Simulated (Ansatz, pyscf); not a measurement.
H₃C–Al (SMILES [CH3][Al]) [singlet] + NH₃ (SMILES N) → H₃C–AlH–NH₂ (SMILES [CH3][AlH][NH2]), an insertion on the singlet surface: H–N broken, Al–N, Al–H formed. Single points on ωB97X-D3(BJ)/def2-SVP structures (PySCF, gas phase). Wave-function energies: Ansatz (a first-principles code), frozen core, RHF or UHF references. In kcal/mol, from the separated reactants.

```json
[
 {"level": "ωB97X-D3(BJ)/def2-TZVP", "barrier": "25.02", "reaction energy": "-52.04"},
 {"level": "r²SCAN/def2-TZVP", "barrier": "15.09", "reaction energy": "-53.38"},
 {"level": "CCSD(T)/cc-pV(D+d)Z", "barrier": "26.62", "reaction energy": "-43.94"},
 {"level": "CCSDT(Q)/cc-pV(D+d)Z", "barrier": "…", "reaction energy": "…"},
 {"level": "CCSD(T)/cc-pV(T+d)Z", "barrier": "24.25", "reaction energy": "-47.53"},
 {"level": "CCSD(T)/cc-pV(Q+d)Z", "barrier": "…", "reaction energy": "-48.89"}
]
```

### Question
What belongs in the gaps?

### Answer

- CCSDT(Q)/cc-pV(D+d)Z, barrier: 25.84
- CCSDT(Q)/cc-pV(D+d)Z, reaction energy: -44.01
- CCSD(T)/cc-pV(Q+d)Z, barrier: 23.43

In cc-pV(D+d)Z, going from CCSD(T) to CCSDT(Q) shifts the barrier by -0.78 and the reaction energy by -0.07 kcal/mol. With HF in the quadruple-zeta basis and the correlation energy extrapolated as X⁻³ from X = 3, 4, CCSD(T) gives 23.02 and -49.60; adding the double-zeta shift gives ΔE‡ = 22.24 and ΔE = -49.67 kcal/mol, without core correlation, relativity or geometry relaxation at these levels. On the reactant side the descent ends in an adduct with a Al–N contact (not fully relaxed), 13.60 kcal/mol under the separated species and 38.62 kcal/mol under the saddle at ωB97X-D3(BJ)/def2-TZVP. What is counted as formed (Al–N) is already present as a longer contact in the reactant adduct; forming that adduct is a step of its own. The same reactants have a lower exit, to H₂N–Al [singlet] + CH₄ (barrier +13.76 kcal/mol at ωB97M-D3(BJ)/def2-TZVP, against +26.05 kcal/mol here). This is the saddle that the search found; another between the same sides may lie lower.
